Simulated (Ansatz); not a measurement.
Cost and result for the atomization energy of `C[SiH]C` radical (10 atoms, 9 bonds).

```xyz
10

C    -1.0878    0.8646    0.7272
Si   -0.2471    0.2254   -0.8244
C     1.3317   -0.7090   -0.4284
H    -1.3448    0.0352    1.3947
H    -2.0079    1.3994    0.4834
H    -0.4333    1.5472    1.2740
H    -1.1836   -0.6483   -1.5953
H     2.0472   -0.0663    0.0898
H     1.8068   -1.0806   -1.3385
H     1.1187   -1.5675    0.2175
```

The species carries charge 0 and has multiplicity 2. All single points use the PBE0-D4/def2-TZVP geometry. Program: Ansatz. All runs use 2 threads of a server CPU on a shared host. Times are those of one run each, without the atoms' runs, and a repeat can differ threefold. Electronic energies, without spin–orbit coupling; frozen cores. CCSD(T)/CBS adds CCSD(T) − MP2 in def2-TZVPP to the MP2 limit, and its time is that of the two runs behind it. T1 = 0.011; ⟨S²⟩ of the reference is 0.75. B3LYP takes the VWN-RPA correlation (the form of Gaussian; ORCA's B3LYP/G). HSE06 is the plane-wave form, built on full-range PBE exchange.

CCSD(T)/CBS is a level of theory with its own doubt, some kJ/mol a heavy atom from the limit and from the frozen cores, so smaller differences don't rank the functionals.

| level | functions | wall time |
| --- | --- | --- |
| LDA (SPW92)/def2-TZVPP | 202 | 2.4 s |
| revPBE-D4/def2-TZVPP | 202 | 3.4 s |
| PBE0-D4/def2-TZVPP | 202 | 4.6 s |
| HSE06-D4/def2-TZVPP | 202 | 5 s |
| CCSD(T)/def2-SVP | 81 | 5.5 s |
| B3LYP-D4/def2-TZVPP (with forces) | 202 | 6 s |
| r2SCAN-D4/def2-TZVPP (with forces) | 202 | 7.5 s |
| ωB97X-V/def2-TZVPP | 202 | 13 s |
| B97M-V/def2-TZVPP | 202 | 15 s |
| ωB97M-V/def2-TZVPP (with forces) | 202 | 17 s |
| MP2/def2-QZVPP | 394 | 25 s |
| CCSD(T)/def2-TZVPP | 202 | 11 min |
| CCSD(T)/CBS(def2) | – | 12 min |

(1) What atomization energy does each give, and how far from CCSD(T)/CBS? (An estimate is asked.)

## Answers

(1) The calculation gave: 
```
                             level  atomization (kcal/mol)  difference from CCSD(T)/CBS  per bond
            LDA (SPW92)/def2-TZVPP                   932.8                         97.9      10.9
              revPBE-D4/def2-TZVPP                   829.5                         -5.4      -0.6
                PBE0-D4/def2-TZVPP                   837.8                          2.9       0.3
               HSE06-D4/def2-TZVPP                   838.2                          3.3       0.4
                  CCSD(T)/def2-SVP                   794.9                        -40.0      -4.4
 B3LYP-D4/def2-TZVPP (with forces)                   837.8                          2.9       0.3
r2SCAN-D4/def2-TZVPP (with forces)                   840.3                          5.4       0.6
                ωB97X-V/def2-TZVPP                   837.4                          2.5       0.3
                 B97M-V/def2-TZVPP                   838.8                          3.9       0.4
  ωB97M-V/def2-TZVPP (with forces)                   836.3                          1.4       0.2
                    MP2/def2-QZVPP                   829.1                         -5.8      -0.6
                CCSD(T)/def2-TZVPP                   817.4                        -17.5      -1.9
                 CCSD(T)/CBS(def2)                   834.9                          0.0       0.0
```

The D4 term adds +6.2 kcal/mol with B3LYP and +3.2 kcal/mol with PBE0; it sums over pairs of atoms, weighted by their polarisabilities, and B3LYP, whose exchange is more repulsive, gets the larger term. From PBE to PBE0 (25 % exact exchange), in def2-TZVPP and without D4, the atomization energy moves by −4.7 kcal/mol: exact exchange takes away binding that semilocal exchange gives to molecules. In def2-TZVPP, CCSD(T) changes the Hartree–Fock value by +173.6 kcal/mol (the triples alone add +7.7 kcal/mol) and MP2 by +174.9 kcal/mol; breaking electron pairs costs correlation energy, which Hartree–Fock lacks.
